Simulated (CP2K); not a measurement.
# C2F3N (cyanotrifluoromethane) at PBE/DZVP-MOLOPT-SR-GTH (core potential)

What is the vertical ionisation energy of C2F3N (cyanotrifluoromethane) at PBE/DZVP-MOLOPT-SR-GTH (core potential)? 

The results are computed with CP2K 2026.2.

2 further runs of the same task are left out: 1 that didn't finish, 1 set aside as unsound or not needed.

**1. The structure to begin with**

The species is C2F3N (6 atoms), meant as a singlet with charge 0. As SMILES, `N#CC(F)(F)F`. The shape is that of a PBE0-D4/def2-TZVP optimisation.

Bond lengths: N1–C2 1.146 Å, C2–C3 1.481 Å, C3–F4 1.326 Å, C3–F5 1.326 Å, C3–F6 1.326 Å. Angles: N1–C2–C3 180.0°, C2–C3–F4 110.1°, C2–C3–F5 110.1°, C2–C3–F6 110.1°, F4–C3–F5 108.8°, F4–C3–F6 108.8°, F5–C3–F6 108.8°.

**2. A single-point energy at PBE/DZVP-MOLOPT-SR-GTH (core potential)**

File molecule.xyz:

```xyz
6

N      1.022100    -1.705100     0.893500
C      0.486200    -0.810600     0.417800
C     -0.206400     0.345600    -0.197200
F     -1.316000    -0.055800    -0.802300
F      0.581500     0.927000    -1.091500
F     -0.525200     1.234800     0.733600
```

File run.inp:

```
&FORCE_EVAL
   METHOD Quickstep
   &DFT
      BASIS_SET_FILE_NAME BASIS_MOLOPT
      POTENTIAL_FILE_NAME GTH_POTENTIALS
      ! Quickstep
      &QS
         METHOD GPW
         EPS_DEFAULT 1.0E-10
      &END
      &MGRID
         CUTOFF 400
         REL_CUTOFF 50
         NGRIDS 4
      &END
      ! cluster boundary conditions
      &POISSON
         PERIODIC NONE
         POISSON_SOLVER MULTIPOLE
      &END
      &SCF
         SCF_GUESS ATOMIC
         EPS_SCF 1.0E-06
         MAX_SCF 150
         ADDED_MOS 3
         &DIAGONALIZATION
            ALGORITHM STANDARD
         &END
         &MIXING
            METHOD BROYDEN_MIXING
            ALPHA 0.4
            NBUFFER 4
         &END
      &END
      ! exchange and correlation
      &XC
         &XC_FUNCTIONAL PBE
         &END
      &END
      ! extra output
      &PRINT
         &MOMENTS
            PERIODIC F
            REFERENCE COM
            MAX_MOMENT 1
         &END
         &MO ON
            ENERGIES T
            OCCUPATION_NUMBERS T
            NDIGITS 6
            &EACH
               QS_SCF 0
            &END
            ADD_LAST NUMERIC
         &END
         &HIRSHFELD OFF
         &END
      &END
   &END
   &SUBSYS
      &CELL
         ABC 9.3 9.9 9
         PERIODIC NONE
      &END
      &TOPOLOGY
         COORD_FILE_NAME molecule.xyz
         COORD_FILE_FORMAT XYZ
         &CENTER_COORDINATES
         &END
      &END
      &KIND N
         BASIS_SET DZVP-MOLOPT-SR-GTH-q5
         POTENTIAL GTH-PBE-q5
      &END
      &KIND C
         BASIS_SET DZVP-MOLOPT-SR-GTH-q4
         POTENTIAL GTH-PBE-q4
      &END
      &KIND F
         BASIS_SET DZVP-MOLOPT-SR-GTH-q7
         POTENTIAL GTH-PBE-q7
      &END
   &END
&END

&GLOBAL
   PROJECT run
   RUN_TYPE ENERGY
   PRINT_LEVEL MEDIUM
&END
```

Launch:

```console
OMP_NUM_THREADS=1 cp2k.psmp run.inp > run.out
```

Output:

```text
CP2K| version string:                                       CP2K version 2026.2
[...]
 GLOBAL| Method name                                                        CP2K
[...]
 GLOBAL| Run type                                                         ENERGY
[...]
 DFT| Spin restricted Kohn-Sham (RKS) calculation                            RKS
 DFT| Multiplicity                                                             1
[...]
 DFT| Charge                                                                   0
[...]
 FUNCTIONAL| PBE:
 QS| Method:                                                                 GPW
[...]
 QS| Density cutoff [a.u.]:                                                200.0
[...]
 QS| Relative density cutoff [a.u.]:                                        25.0
[...]
                             - Atoms:                                          6
[...]
                             - Spherical basis functions:                     78
[...]
 Number of electrons:                                                         34
[...]
     1 NoMix/Diag. 0.40E+00    1.1     1.07664543       -93.9151191219 -9.39E+01
[...]
    19 Broy./Diag. 0.40E+00    1.2     0.00000094       -94.0059058013 -1.27E-05
  *** SCF run converged in    19 steps ***
[...]
  Overlap energy of the core charge distribution:               0.00000873679155
  Self energy of the core charge distribution:               -244.45793286036439
  Core Hamiltonian energy:                                     69.92836313424145
  Hartree energy:                                             100.43202163656977
  Exchange-correlation energy:                                -19.90836644849083
  Total energy:                                               -94.00590580125245
[...]
                     Mulliken Population Analysis
 #  Atom  Element  Kind  Atomic population                           Net charge
       1     N        1          5.376509                             -0.376509
       2     C        2          3.632777                              0.367223
       3     C        2          3.785721                              0.214279
       4     F        3          7.068278                             -0.068278
       5     F        3          7.068083                             -0.068083
       6     F        3          7.068632                             -0.068632
 # Total charge                             34.000000                  0.000000
[...]
  Dipole moment [Debye]
    X= -0.6903621E+00 Y=  0.1148684E+01 Z= -0.6130357E+00  Total=      1.4737328
 ENERGY| Total FORCE_EVAL ( QS ) energy [hartree]            -94.005905801252453
[...]
```

Wall time 23 s (1 thread of Arm Neoverse V1, shared host); peak memory 1.1 GiB.

**3. The doublet cation, same level**

File gas.inp:

```
&FORCE_EVAL
  METHOD QUICKSTEP
  &DFT
    BASIS_SET_FILE_NAME BASIS_MOLOPT
    POTENTIAL_FILE_NAME GTH_POTENTIALS
    CHARGE 1
    MULTIPLICITY 2
    LSD T
    # Quickstep
    &QS
      METHOD GPW
      EPS_DEFAULT 1.0E-10
    &END
    &MGRID
      CUTOFF 400
      REL_CUTOFF 50
      NGRIDS 4
    &END
    # cluster boundary conditions
    &POISSON
      PERIODIC NONE
      POISSON_SOLVER MULTIPOLE
    &END
    &SCF
      SCF_GUESS ATOMIC
      EPS_SCF 1.0E-06
      MAX_SCF 30
      &OT
        MINIMIZER DIIS
        PRECONDITIONER FULL_SINGLE_INVERSE
      &END
      &OUTER_SCF
        EPS_SCF 1.0E-06
        MAX_SCF 5
      &END
    &END
    &XC
      &XC_FUNCTIONAL PBE
      &END
    &END
    &PRINT
      &MOMENTS
        PERIODIC F
        REFERENCE COM
        MAX_MOMENT 1
      &END
      &MO_CUBES
        NLUMO 3
        NHOMO -1
        WRITE_CUBE F
      &END
      &HIRSHFELD OFF
      &END
    &END
  &END
  # atoms, cell and kinds
  &SUBSYS
    # vacuum box
    &CELL
      ABC 9.3 9.9 9
      PERIODIC NONE
    &END
    &COORD
      N      1.022100    -1.705100     0.893500
      C      0.486200    -0.810600     0.417800
      C     -0.206400     0.345600    -0.197200
      F     -1.316000    -0.055800    -0.802300
      F      0.581500     0.927000    -1.091500
      F     -0.525200     1.234800     0.733600
    &END
    &TOPOLOGY
      &CENTER_COORDINATES
      &END
    &END
    &KIND N
      BASIS_SET DZVP-MOLOPT-SR-GTH-q5
      POTENTIAL GTH-PBE-q5
    &END
    &KIND C
      BASIS_SET DZVP-MOLOPT-SR-GTH-q4
      POTENTIAL GTH-PBE-q4
    &END
    &KIND F
      BASIS_SET DZVP-MOLOPT-SR-GTH-q7
      POTENTIAL GTH-PBE-q7
    &END
  &END
&END
&GLOBAL
  PROJECT_NAME gas
  RUN_TYPE ENERGY
  PRINT_LEVEL MEDIUM
&END
```

Launch:

```console
OMP_NUM_THREADS=1 cp2k.psmp -i gas.inp > gas.out 2>&1
```

Output:

```text
CP2K| version string:                                       CP2K version 2026.2
[...]
 GLOBAL| Method name                                                        CP2K
[...]
 GLOBAL| Run type                                                         ENERGY
[...]
 DFT| Spin unrestricted (spin-polarized) Kohn-Sham calculation               UKS
 DFT| Multiplicity                                                             2
[...]
 DFT| Charge                                                                   1
[...]
 FUNCTIONAL| PBE:
 QS| Method:                                                                 GPW
[...]
 QS| Density cutoff [a.u.]:                                                200.0
[...]
 QS| Relative density cutoff [a.u.]:                                        25.0
[...]
                             - Atoms:                                          6
[...]
                             - Spherical basis functions:                     78
[...]
 Number of electrons:                                                         17
[...]
     1 OT DIIS     0.80E-01    1.7     0.08419085       -90.9818194787 -9.10E+01
[...]
     1 OT DIIS     0.80E-01    3.5     0.00000095       -93.5097615339 -8.10E-09
  *** SCF run converged in     1 steps ***
[...]
  Overlap energy of the core charge distribution:               0.00000873679155
  Self energy of the core charge distribution:               -244.45793286036439
  Core Hamiltonian energy:                                     69.37747437916235
  Hartree energy:                                             101.06313139414719
  Exchange-correlation energy:                                -19.49244318359852
  Total energy:                                               -93.50976153386182
[...]
                     Mulliken Population Analysis
 #  Atom  Element  Kind  Atomic population (alpha,beta) Net charge  Spin moment
       1     N        1         2.727018     2.237057     0.035925     0.489961
       2     C        2         1.829941     1.635803     0.534256     0.194138
       3     C        2         1.887000     1.909384     0.203616    -0.022384
       4     F        3         3.520855     3.398547     0.080599     0.122308
       5     F        3         3.519849     3.400979     0.079171     0.118870
       6     F        3         3.515337     3.418230     0.066433     0.097108
 # Total charge and spin       17.000000    16.000000     1.000000     1.000000
[...]
  Dipole moment [Debye]
    X=  0.1270204E+01 Y= -0.2213382E+01 Z=  0.7952955E+00  Total=      2.6730087
[...]
 HOMO - LUMO gap [eV] :    0.051956
 ENERGY| Total FORCE_EVAL ( QS ) energy [hartree]            -93.509761533861820
[...]
```

Run time: 2.8 min. Hardware: 1 thread of Arm Neoverse V1, shared host; peak memory 0.92 GiB.

**4. Results**

At PBE/DZVP-MOLOPT-SR-GTH (core potential):

```
                                          quantity         value
                       singlet C2F3N: total energy  -94.00591 Eh
                      singlet C2F3N: dipole moment        1.47 D
                        singlet C2F3N: HOMO energy      -9.59 eV
                        singlet C2F3N: LUMO energy      -1.87 eV
                      singlet C2F3N: HOMO–LUMO gap       7.72 eV
                      doublet cation: total energy  -93.50976 Eh
doublet cation: HOMO energy (highest over α and β)     -17.22 eV
 doublet cation: LUMO energy (lowest over α and β)     -17.17 eV
                              doublet cation: ⟨S²⟩         0.756
vertical ionisation energy (to the doublet cation)     13.501 eV
```

**Reading.** The vertical ionisation energy comes to 13.50 eV (1303 kJ/mol). −ε(HOMO) before ionisation, 9.59 eV, is 3.91 eV below this ionisation energy.
